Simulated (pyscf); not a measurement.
## Hydrogen abstraction: `[F][N][F]` [doublet] + `[H][H]` → `[F][NH][F]` + `[H]` [doublet]

Gas phase, doublet surface, charge 0. Bonds broken: H4–H5. Bonds formed: N2–H4. Optimised with ωB97X-D3(BJ)/def2-SVP in PySCF.

Transition state (Å):

```xyz
5

F      0.0078     0.3569     0.4141
N     -1.1944    -0.1922     0.7530
F     -0.8879    -1.4795     1.0849
H     -1.6673    -0.3301    -0.2533
H     -1.9962    -0.5724    -1.3516
```

One imaginary mode, 1453i cm⁻¹; descent along it reached the two sides named.

```json
[
 {"bond": "H4–H5", "change": "breaks", "reactant side (Å)": "0.760", "saddle": "1.172", "product side": "2.7"},
 {"bond": "N2–H4", "change": "forms", "reactant side (Å)": "2.9", "saddle": "1.120", "product side": "1.030"}
]
```

Electronic energies relative to the separated reactants (kcal/mol):

```tsv
level	barrier	reaction energy
ωB97X-D3(BJ)/def2-TZVP	35.1	+30.3
PBE/def2-TZVP	27.5	+29.8
r²SCAN/def2-TZVP	30.0	+33.3
B3LYP-D3(BJ)/def2-TZVP	31.7	+32.4
PBE0-D3(BJ)/def2-TZVP	30.3	+28.6
M06-2X/def2-TZVP	33.7	+27.9
ωB97M-D3(BJ)/def2-TZVP	33.4	+28.6
HF/def2-TZVP	43.6	+29.8
```

With ωB97M-D3(BJ)/def2-TZVP energies and thermal terms (ideal gas, 1 atm, RRHO with modes under 100 cm⁻¹ raised to 100, one conformer, R ln 2 for chiral ones without a mode under 150 cm⁻¹), in kcal/mol:

| T (K) | ΔH‡ | ΔG‡ | ΔH | ΔG |
|---|---|---|---|---|
| 298 | 32.5 | 40.3 | +30.4 | +31.3 |
| 600 | 31.9 | 48.4 | +30.1 | +32.4 |
| 900 | 32.0 | 56.7 | +30.3 | +33.4 |
| 1200 | 32.3 | 64.8 | +30.7 | +34.4 |

At PBE, r²SCAN, B3LYP-D3(BJ) this geometry lies under the product side: in single points on another level's saddle the reverse barrier vanishes, and the forward threshold there is about the reaction energy. This is the saddle that the search found; another between the same sides may lie lower. The angle at the transferred H is 170°.
